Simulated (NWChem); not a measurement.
System: C2H3, doublet; SMILES [CH]=C

The following NWChem deck was run.

```
start job
memory heap 200 mb stack 900 mb global 1100 mb
geometry units angstroms noautosym nocenter noautoz
  C     -0.109974    -0.713094     0.000000
  C     -0.009866     0.594197     0.000000
  H      0.552251    -1.579189     0.000000
  H      0.967903     1.102266     0.000000
  H     -0.893701     1.244697     0.000000
end
basis spherical
  * library aug-cc-pvtz-j
end
dft
  odft
  mult 2
  xc pbe0
  iterations 150
end
property
  hyperfine
end
task dft property
```

Excerpt of the output:

```
             Northwest Computational Chemistry Package (NWChem) 7.3.0
             --------------------------------------------------------

                             Geometry "geometry" -> ""
                             -------------------------

 Output coordinates in angstroms (scale by  1.889725989 to convert to a.u.)

  No.       Tag          Charge          X              Y              Z
 ---- ---------------- ---------- -------------- -------------- --------------
    1 C                    6.0000    -0.10997400    -0.71309400     0.00000000
    2 C                    6.0000    -0.00986600     0.59419700     0.00000000
    3 H                    1.0000     0.55225100    -1.57918900     0.00000000
    4 H                    1.0000     0.96790300     1.10226600     0.00000000
    5 H                    1.0000    -0.89370100     1.24469700     0.00000000

 Effective nuclear repulsion energy (a.u.)      28.2858522281

                              NWChem Property Module
                              ----------------------

  itol2e modified to match energy
  convergence criterion.

                                 NWChem DFT Module
                                 -----------------

 Summary of "ao basis" -> "ao basis" (spherical)
 ------------------------------------------------------------------------------
       Tag                 Description            Shells   Functions and Types
 ---------------- ------------------------------  ------  ---------------------
 C                       aug-cc-pvtz-j              18       46   9s5p3d1f
 H                       aug-cc-pvtz-j              10       20   6s3p1d

  itol2e modified to match energy
  convergence criterion.

            General Information
            -------------------
          SCF calculation type: DFT
          Wavefunction type:  spin polarized.
          No. of atoms     :     5
          No. of electrons :    15
           Alpha electrons :     8
            Beta electrons :     7
          Charge           :     0
          Spin multiplicity:     2
          Use of symmetry is: off; symmetry adaption is: off
          Maximum number of iterations: 150
          AO basis - number of functions:   152
                     number of shells:    66
          Convergence on energy requested:  1.00D-07
          Convergence on density requested:  1.00D-05
          Convergence on gradient requested:  5.00D-04

[...]

          ----------------------
          Hyperfine Interactions
          ----------------------

 Total Spin Density (Fermi Contact Term)
 ------------------ --------------------
     Atom            x         y         z       Density (a.u.)      Aiso(MHz)     Aiso(Gauss)
     1  13-C     -0.20782  -1.34755   0.00000       0.280288        315.097771     112.434530
     2  13-C     -0.01864   1.12287   0.00000      -0.017789        -19.998086      -7.135802
     3   1-H      1.04360  -2.98423   0.00000       0.008643         38.634622      13.785770
     4   1-H      1.82907   2.08298   0.00000       0.039376        176.005838      62.803154
     5   1-H     -1.68885   2.35214   0.00000       0.024759        110.667786      39.488951

           -------------------------------------------
           Anisotropic Interaction (Spin-Dipolar Term)
           -------------------------------------------

 ------------------------------------------------------------
     Atom            x         y         z
 ------------------------------------------------------------
     1  13-C     -0.20782  -1.34755   0.00000

   Spin-Dipolar term (a.u.)
        xx             yy             zz             xy             xz             yz
 ------------------------------------------------------------------------------------------
       0.844708      -0.451253      -0.393456       0.459991       0.000000       0.000000

   Principal Comp. of -hf- tensor (au)            Anisotropic -hfcc- (MHz)               Anisotropic -hfcc- (Gauss)
 --------------------------------------------------------------------------------------------------------------------------
      0.991379    -0.597923    -0.393456     133.033583   -80.235613   -52.797970      47.469610   -28.630013   -18.839597

   Orientation of the principal axis of Hyperfine Tensor w.r.t absolute (molecular) frame
 --------------------------------------------------------------------------------------------------------------------------
      0.952740    -0.303787    -0.000000
      0.303787     0.952740    -0.000000
      0.000000    -0.000000     1.000000

 ------------------------------------------------------------
     Atom            x         y         z
 ------------------------------------------------------------
     2  13-C     -0.01864   1.12287   0.00000

   Spin-Dipolar term (a.u.)
        xx             yy             zz             xy             xz             yz
 ------------------------------------------------------------------------------------------
       0.036599       0.131964      -0.168564       0.021144      -0.000000      -0.000000

   Principal Comp. of -hf- tensor (au)            Anisotropic -hfcc- (MHz)               Anisotropic -hfcc- (Gauss)
 --------------------------------------------------------------------------------------------------------------------------
      0.032121     0.136442    -0.168564       4.310366    18.309248   -22.619614       1.538043     6.533184    -8.071227

   Orientation of the principal axis of Hyperfine Tensor w.r.t absolute (molecular) frame
 --------------------------------------------------------------------------------------------------------------------------
      0.978303     0.207181     0.000000
     -0.207181     0.978303     0.000000
      0.000000    -0.000000     1.000000

 ------------------------------------------------------------
     Atom            x         y         z
 ------------------------------------------------------------
     3   1-H      1.04360  -2.98423   0.00000

[...]
```

Level: PBE0/aug-cc-pVTZ-J, spin-unrestricted, contact and dipolar terms. In the optimisation the excess spin sits in a' (Cs, its own frame). Coordinates come from a PBE0/def2-SVP, spin-unrestricted optimisation. No stability test was run on the SCF state.
